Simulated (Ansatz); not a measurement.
Task: a ladder of methods at one geometry of C3H6NO, SMILES [O]NC1CC1, with the Python package of Ansatz (0.2.0). Give the script and its output. Use (for the species named): r2scan0, cc-pVDZ basis, multiplicity 2. The script varies functional: r2scan0, lc_wpbe, pbe, r2scan, b3lyp, pbe0.

```xyz
11

O     2.0591   -0.3400   -1.2855
N     1.5107    0.0298   -0.1038
C     0.1532   -0.4987   -0.0775
C    -0.7531    0.2398    0.8907
C    -0.8847    0.4746   -0.6064
H     2.0481   -0.4650    0.6436
H    -0.0210   -1.5886   -0.2127
H    -1.5654   -0.3812    1.3236
H    -0.2833    1.0829    1.4417
H    -1.7727   -0.0092   -1.0650
H    -0.4909    1.4556   -0.9489
```

The script, `run_methods.py`:
```python
# -*- coding: utf-8 -*-
'''C3H6NO at several levels of theory.'''

from dataclasses import dataclass
from pathlib import Path
import warnings

import ansatz as az
import numpy as np


@dataclass
class Settings:
    basis_set: str = 'cc-pVDZ'


opts = Settings()

warnings.simplefilter('ignore', az.DeckWarning)

mol = (
    az.Crystal.molecule()
    .atom('O', [2.0591, -0.34, -1.2855])
    .atom('N', [1.5107, 0.0298, -0.1038])
    .atom('C', [0.1532, -0.4987, -0.0775])
    .atom('C', [-0.7531, 0.2398, 0.8907])
    .atom('C', [-0.8847, 0.4746, -0.6064])
    .atom('H', [2.0481, -0.465, 0.6436])
    .atom('H', [-0.021, -1.5886, -0.2127])
    .atom('H', [-1.5654, -0.3812, 1.3236])
    .atom('H', [-0.2833, 1.0829, 1.4417])
    .atom('H', [-1.7727, -0.0092, -1.065])
    .atom('H', [-0.4909, 1.4556, -0.9489])
)

calculation = (
    mol.calculation()
    .basis(gaussian=opts.basis_set)
    .spin('collinear', total=1)  # spin-polarised run
    .accuracy('medium')
)

print('functional    E (Ha)        dipole (D)   HOMO (eV)  LUMO (eV)')
for name in ['r2scan0', 'lc_wpbe', 'pbe', 'r2scan', 'b3lyp', 'pbe0']:
    report = calculation.functional(name).forces().orbitals().run(threads=1, pin='off', runs_dir='runs').report
    lines = Path(report['orbitals_path']).read_text().splitlines()
    field_of = lambda key: [line.split('=')[1].strip() for line in lines if line.startswith(key)]
    orbitals = [(27.211386 * float(e), s, float(n)) for e, s, n in zip(field_of('Ene='), field_of('Spin='), field_of('Occup='))]
    homo = max(e for e, _, n in orbitals if n > 0.5)
    lumo = min(e for e, _, n in orbitals if n < 0.5)
    dipole = 4.803205 * np.linalg.norm(report['charge_distribution']['dipole_moment_e_ang'])
    print(f'{name:10s} {report["free_energy_ev"] / 27.211386246:14.6f} {dipole:9.3f} {homo:11.3f} {lumo:10.3f}')
```

`python run_methods.py` gives:
```text
functional    E (Ha)        dipole (D)   HOMO (eV)  LUMO (eV)
r2scan0       -247.616505     2.524      -7.503     -1.858
lc_wpbe       -247.630343     2.592     -10.021      0.426
pbe           -247.486416     2.527      -5.144     -3.597
r2scan        -247.647985     2.555      -5.662     -3.265
b3lyp         -247.779658     2.529      -6.792     -2.539
pbe0          -247.503221     2.540      -7.152     -2.174
```

Caveats:
- These settings explore the input space; basis and method may be short of convergence.
- The geometry is a force-field or estimated start, not a minimum of this method, and the basis set is short of its limit. A lower total doesn't mark the better method: functionals have no common bound, and MP2 and coupled cluster aren't variational.
- The run takes the species as open-shell (spin multiplicity 2), which needn't be its ground state.
- b3lyp holds the VWN-RPA fit, as in Gaussian; the form of ORCA and Turbomole is b3lyp5.
- Levels such as HOMO and LUMO are orbital energies: with these approximate functionals they aren't the ionisation energy and electron affinity, and their gap isn't the fundamental gap.
- Finished in 72 s on 1 thread of Arm Neoverse V1 (shared host), peak memory 0.35 GiB.
